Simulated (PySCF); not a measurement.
# Other spins and charges of SbH₂⁻, singlet at one geometry

Geometry (PBE0/def2-TZVPD stationary point for this spin, not checked as a minimum):

```xyz
3

Sb    0.0000   -0.0198    0.0000
H     0.0000    1.1955    1.2291
H     0.0000    1.1955   -1.2291
```

Basis def2-SVPD with its core potentials; PySCF 2.14.0. Only valence electrons are correlated (noble-gas cores and the filled d shells of p-block atoms frozen). Prefix R: restricted or restricted open-shell reference. No spin–orbit coupling is included; scalar relativity enters through the core potentials alone.

Gaps are energies of the second state less the first, at fixed atoms, for a selection of the levels run; mean-field and cluster levels share one orbital occupation for each state, and full CI takes the lowest of the symmetries tried.

The highest occupied Kohn–Sham level of the anion is positive, up to +2.07 eV, so in those functionals the extra electron is held by the basis alone, which enters their differences from the reference.

Removing an electron, to the doublet: 0.790 eV at RCCSDT.

```json
{"level": "RHF", "gap (eV)": "0.194", "error (meV)": "-596"}
{"level": "RMP2", "gap (eV)": "0.754", "error (meV)": "-36"}
{"level": "RCCSD", "gap (eV)": "0.755", "error (meV)": "-35"}
{"level": "RCCSD(T)", "gap (eV)": "0.789", "error (meV)": "-1"}
{"level": "PBE", "gap (eV)": "0.940", "error (meV)": "150"}
{"level": "r2SCAN", "gap (eV)": "0.945", "error (meV)": "155"}
{"level": "PBE0", "gap (eV)": "0.967", "error (meV)": "177"}
{"level": "B3LYP", "gap (eV)": "1.010", "error (meV)": "220"}
{"level": "wB97M-V", "gap (eV)": "0.960", "error (meV)": "170"}
{"level": "B2PLYP", "gap (eV)": "0.887", "error (meV)": "97"}
```

In so small a basis the reference is far from its limit while semilocal and hybrid functionals are nearer theirs (RPA and double hybrids share part of the reference's basis error), so the functionals' errors here hold much of the reference's basis and frozen-core error, which can add to them or hide them.

Full CI isn't at hand for all of this; RCCSDT serves as the reference. It lacks quadruple excitations.
